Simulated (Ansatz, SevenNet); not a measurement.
**Ladder of methods for the elastic constant C33 of rutile TiO2**

Reference value: 484 GPa (measured, room temperature, no zero-point or thermal correction; as tabulated in Elasticity of TiO2 rutile to 1800 K).

```tsv
level (code)	value (GPa)	cell (Å³/atom)	difference (%)
SevenNet-0 (SevenNet)	439	10.70	-9.3
LDA (Ansatz)	528	10.06	+9.1
PBE (Ansatz)	473	10.65	-2.3
r²SCAN (Ansatz)	517	10.40	+6.8
HSE06 (Ansatz)	541	10.30	+11.8
```

The reference is not for a static lattice or low temperature, so close values are not ranked against it.

The measured value isn't corrected to a static lattice, so vibrations enter the comparison. A static lattice is as a rule stiffer than a warm one, by over a tenth in soft solids.  Each level is taken at its own relaxed cell. Cutoffs differ between the levels. Ansatz's density-functional and Hartree–Fock values are scalar-relativistic unless marked +SOC, with PAW data made under PBE.

Machine-learned potentials (SevenNet-0) are trained on DFT data, which may include these solids.

Differences are worked out from the printed values.

Ansatz is an electronic-structure program.
